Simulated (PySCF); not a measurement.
Where does 2,2-difluoroethanol take a proton?

System: 2,2-difluoroethanol, `OCC(F)F` (C2H4F2O). Numbering: `[OH:1][CH2:2][CH:3]([F:4])[F:5]`

These are calculated values, ωB97X-D3(BJ)/def2-TZVP in PySCF (grid level 2) at geometries from PBE0-D3(BJ)/def2-SVP. Thermal corrections: PBE0-D3(BJ)/def2-SVP frequencies, unscaled, ideal gas at 298.15 K and 1 bar, quasi-RRHO entropy.

```csv
site,product,PA / kJ/mol,GB / kJ/mol
O1 (hydroxyl oxygen),[OH2+]CC(F)F,738,707
```

PA is −ΔH and GB is −ΔG of B + H⁺ → BH⁺ in the gas phase. Sites whose products fell apart, merged with another or lost in a GFN2-xTB screen aren't listed.

In DMSO the product from O1 is solvated 285 kJ/mol more strongly than the parent (electrostatics only).

In ethanol the product from O1 is solvated 279 kJ/mol more strongly than the parent (electrostatics only).

Measured values (NIST Chemistry WebBook, evaluated or the median of agreeing entries): proton affinity (−ΔH) 727 kJ/mol (computed 738, difference 11); gas-phase basicity (−ΔG) 697 kJ/mol (computed 707, difference 10).

Hardware: 1 thread of Arm Neoverse V1, shared with other jobs. Command: `OMP_NUM_THREADS=1 python redox_run.py task.json out`. Structures, frequencies and single points: 5.8 min.
